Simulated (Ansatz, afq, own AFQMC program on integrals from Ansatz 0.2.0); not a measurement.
**CH₂B⁻, triplet: AFQMC among the cluster methods**

```yaml
atoms:
  - { symbol: B, position_ang: [0.0000, 0.0000, 0.8265] }
  - { symbol: C, position_ang: [0.0000, 0.0000, -0.5553] }
  - { symbol: H, position_ang: [0.0000, -0.9252, -1.1237] }
  - { symbol: H, position_ang: [0.0000, 0.9252, -1.1237] }
```

Connectivity, by distances: B–CH2.

Basis aug-cc-pVDZ. Only valence electrons are correlated. Integrals, coupled cluster, full CI and functionals: Ansatz 0.2.0; the random walks run on the same integrals in our own AFQMC program. ph-AFQMC/CISD is guided by a CISD state made of CCSD amplitudes; releasing the constraint for a short imaginary time cuts its bias at the price of noise, slowly where states lie close. Uncertainties: one standard error, sampling alone.

Determinant: ROHF, the one that the program's search chose, which needn't be the lowest solution. The geometry is a PBE0/def2-TZVP stationary point of this or a neighbouring charge and spin state.

No full CI on the walks' own integrals is used here; CCSDT(Q) serves as the reference and is uncertain by about the last step of the cluster series.

Cautions: another spin lies lower (by 1.73 eV); at this level and basis the anion state lies above a neutral one; a spin-contaminated unrestricted determinant lies lower (UHF 167 meV lower, ⟨S²⟩ 2.14).

The T1 diagnostic is 0.0282 and the weight of the determinant in the CISD state is 0.875. The size of the correlated space is 10 electrons in 62 orbitals.

```
  level  correlation energy (eV)
    MP2                  -5.7509
   CCSD                  -6.3846
CCSD(T)                  -6.6580
```

(1) Estimate where phaseless AFQMC with the Hartree–Fock trial lies against CCSD(T) on the same integrals.

(1) 1.94 ± 0.93 mEh above CCSD(T).

Reference: CCSDT(Q), correlation energy -6.702 eV. The released energy is read at 2.40 1/Eh (meV from the phaseless value at times in 1/Eh: 0 ± 4 at 0.24, -4 ± 3 at 0.51, -9 ± 3 at 0.99, -9 ± 5 at 1.62, -9 ± 4 at 2.40).

| level | E − E(reference) (mEh) | share of correlation (%) |
| --- | --- | --- |
| CCSD(T) | 1.63 | 99.34 |
| CCSDT | 0.64 | 99.74 |
| ph-AFQMC/HF | 3.57 ± 0.93 | 98.55 |
| ph-AFQMC/CISD | 0.47 ± 0.17 | 99.81 |
| released AFQMC | 0.16 ± 0.16 | 99.93 |

A walk keeps the symmetry of its determinant, which the program's search chose and which needn't be the lowest solution, so a lower state of the same spin and another symmetry isn't excluded. Released energies are given only where the last usable release times agree within the noise; a slower fall can still hide under it.
